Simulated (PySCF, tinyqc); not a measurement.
Worked calculation: CID on RHF in the sto-3g basis, frozen core, for BH, spin multiplicity 1. The lowest restricted solution is unstable here: a spin-polarised one lies 0.0065 hartree lower (PySCF). One step of it, computed by the program tinyqc.

Question. CID: roots. Diagonalise (each vector has its largest component positive (the first on a tie)); all determinants have Ms = 0, so triplets appear too. The lowest singlet root is the correlation energy.

Occupation strings over the orbitals (2 doubly, a alpha, b beta, 0 empty; spin orbitals ordered 1a 1b 2a 2b ...): 222000 220200 2ab200 220020 2ab020 220002 2ab002 2ba200 202200 2ba020 202020 2ba002 202002

H - E(HF) between determinants (hartree):
```
           222000     220200     2ab200     220020     2ab020     220002     2ab002     2ba200
222000   0.000000   0.032239   0.038517   0.032239   0.038517   0.150213  -0.055701  -0.038517
220200   0.032239   0.410462  -0.117058   0.031630   0.000000   0.025624   0.000000   0.117058
2ab200   0.038517  -0.117058   0.528809   0.000000   0.031630   0.000000   0.025624  -0.116981
220020   0.032239   0.031630   0.000000   0.410462  -0.117058   0.025624   0.000000   0.000000
2ab020   0.038517   0.000000   0.031630  -0.117058   0.528809   0.000000   0.025624   0.000000
220002   0.150213   0.025624   0.000000   0.025624   0.000000   0.632333   0.043908   0.000000
2ab002  -0.055701   0.000000   0.025624   0.000000   0.025624   0.043908   0.758156   0.000000
2ba200  -0.038517   0.117058  -0.116981   0.000000   0.000000   0.000000   0.000000   0.528809
202200   0.089892   0.116981  -0.109009   0.000000   0.000000   0.000000   0.000000   0.109009
2ba020  -0.038517   0.000000   0.000000   0.117058  -0.116981   0.000000   0.000000   0.031630
202020   0.089892   0.000000   0.000000   0.116981  -0.109009   0.000000   0.000000   0.000000
2ba002   0.055701   0.000000   0.000000   0.000000   0.000000  -0.043908  -0.116981   0.025624
202002   0.088548   0.000000   0.000000   0.000000   0.000000   0.116981   0.051957   0.000000

           202200     2ba020     202020     2ba002     202002
222000   0.089892  -0.038517   0.089892   0.055701   0.088548
220200   0.116981   0.000000   0.000000   0.000000   0.000000
2ab200  -0.109009   0.000000   0.000000   0.000000   0.000000
220020   0.000000   0.117058   0.116981   0.000000   0.000000
2ab020   0.000000  -0.116981  -0.109009   0.000000   0.000000
220002   0.000000   0.000000   0.000000  -0.043908   0.116981
2ab002   0.000000   0.000000   0.000000  -0.116981   0.051957
2ba200   0.109009   0.031630   0.000000   0.025624   0.000000
202200   0.729992   0.000000   0.031630   0.000000   0.025624
2ba020   0.000000   0.528809   0.109009   0.025624   0.000000
202020   0.031630   0.109009   0.729992   0.000000   0.025624
2ba002   0.000000   0.025624   0.000000   0.758156  -0.051957
202002   0.025624   0.000000   0.025624  -0.051957   0.966816
```

Give: lowest roots of this matrix, relative to E(HF); lowest vectors; <S^2> of these roots; weight of the ground state by excitation level 0, 1, 2, ....

Answer.

lowest roots of this matrix, relative to E(HF) (hartree): [-0.082, 0.290, 0.352, 0.380, 0.437, 0.511, 0.595, 0.623]

lowest vectors, order 222000, 220200, 2ab200, 220020, 2ab020, 220002, 2ab002, 2ba200, 202200, 2ba020, 202020, 2ba002, 202002:
$$\begin{pmatrix}
0.946 & 0.000 & 0.079 & 0.000 \\
-0.058 & 0.640 & 0.635 & 0.000 \\
-0.075 & 0.206 & 0.185 & 0.500 \\
-0.058 & -0.640 & 0.635 & 0.000 \\
-0.075 & -0.206 & 0.185 & -0.500 \\
-0.194 & 0.000 & -0.171 & 0.000 \\
0.071 & 0.000 & 0.002 & 0.000 \\
0.075 & -0.206 & -0.185 & 0.500 \\
-0.110 & -0.073 & -0.102 & 0.000 \\
0.075 & 0.206 & -0.185 & -0.500 \\
-0.110 & 0.073 & -0.102 & 0.000 \\
-0.071 & 0.000 & -0.002 & 0.000 \\
-0.060 & 0.000 & 0.029 & 0.000
\end{pmatrix}$$

<S^2> of these roots: [0.000, 0.000, 0.000, 2.000, 2.000, 0.000, 0.000, 0.000]

weight of the ground state by excitation level 0, 1, 2, ...: [0.895, 0.000, 0.105]

The reference has a weight of only 0.90: one determinant is a poor start here.
